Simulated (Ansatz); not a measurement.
# AlFH4O: the cost of one run

Program: Ansatz 0.2.0. Level of theory: RKS B3LYP-D4/def2-SVP. These are calculated values, not measurements.

## 1. The structure to begin with

Bond lengths: Al1–O2 2.130 Å, O2–H3 1.010 Å, Al1–H4 1.560 Å, Al1–H5 1.560 Å, Al1–F6 1.990 Å. Angles: Al1–O2–H3 109.5°, O2–Al1–H4 120.0°, O2–Al1–H5 120.0°, O2–Al1–F6 71.6°, H4–Al1–H5 120.0°, H4–Al1–F6 96.8°, H5–Al1–F6 101.3°.

Coordinates:

```xyz
7

Al    0.0000    0.0000    0.0000
O     0.0000    0.0000    2.1300
H    -0.9095   -0.2814    2.4671
H     1.3510    0.0000   -0.7800
H    -1.3510    0.0000   -0.7800
F     0.0892    1.8864    0.6275
H     0.0593    1.2535    1.7062
```

## 2. A restrained relaxation towards end A

Springs on the bonds that form and break draw the guess towards this end; the thresholds are loose.

input.yaml

```yaml
crystal:
  periodic: [false, false, false]
  atoms:
    - { symbol: Al, position_ang: [0.0, 0.0, 0.0] }
    - { symbol: O, position_ang: [0.0, 0.0, 2.13] }
    - { symbol: H, position_ang: [-0.9095, -0.2814, 2.4671] }
    - { symbol: H, position_ang: [1.351, 0.0, -0.78] }
    - { symbol: H, position_ang: [-1.351, 0.0, -0.78] }
    - { symbol: F, position_ang: [0.0892, 1.8864, 0.6275] }
    - { symbol: H, position_ang: [0.0593, 1.2535, 1.7062] }
basis:
  gaussian: { orbitals: def2-SVP }
hamiltonian:
  xc: b3lyp
  dispersion: d4
relax:
  f_tol: 0.15
  max_steps: 25
  restrain:
    - { distance: [0, 5], at: 2.89, k: 30.0 }
    - { distance: [6, 1], at: 2.21, k: 30.0 }
    - { distance: [0, 1], at: 1.78, k: 30.0 }
    - { distance: [6, 5], at: 0.92, k: 30.0 }
output:
  orbitals: {}
```

On the command line:

```console
$ ansatz run input.yaml --threads 1 --pin off --max-ram 2048MiB --backend cpu --events-out ev --progress --plain --runs-dir out
```

Q: Estimate wall time and peak memory on 1 thread of Arm Neoverse V1, shared host.

About 18 s, with a peak of 0.13 GiB.
